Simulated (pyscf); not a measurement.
A first-order saddle from PySCF, ωB97X-D3(BJ)/def2-SVP:

```xyz
14

N     -0.1953    -0.5310     0.8582
Si    -0.9241    -0.0649    -0.6264
N     -1.3669    -1.5983    -1.3813
N     -2.3957     0.7875    -0.9131
H     -0.2886    -1.4745     1.2148
H      0.2089     0.1238     1.5150
H     -0.1997     1.5711    -0.3303
H     -2.2245    -2.0424    -1.0654
H     -0.6398    -2.3044    -1.4538
H     -3.2306     0.3053    -1.2259
H     -2.5812     1.6935    -0.5029
O      0.3896     0.2907    -1.9349
H      0.3127     1.2203    -1.3076
H     -0.0308     0.3794    -2.8040
```
Charge 0, spin multiplicity 1.

Surface: singlet, charge 0. Lowest wavenumbers (cm⁻¹): 1084i, 160, 168, 232, 252.

Problem. Which two sides does it connect, and which bonds change?

Solution. H₂N–SiH(NH₂)–NH₂ + water (H₂O) ⇌ H₂N–Si(NH₂)(NH₂)–OH + hydrogen (H₂), a four-centre exchange read from left to right: H–Si, H–O broken and O–Si, H–H formed. At ωB97M-D3(BJ)/def2-TZVP it lies +118.5 kJ/mol from the left side and +220.1 kJ/mol from the right (each side as separated species at their lowest minima found). On the reactant side the descent ends in a complex (not fully relaxed), 17.9 kJ/mol under the separated species and 139.6 kJ/mol under the saddle at ωB97X-D3(BJ)/def2-TZVP. This is the saddle that the search found; another between the same sides may lie lower.
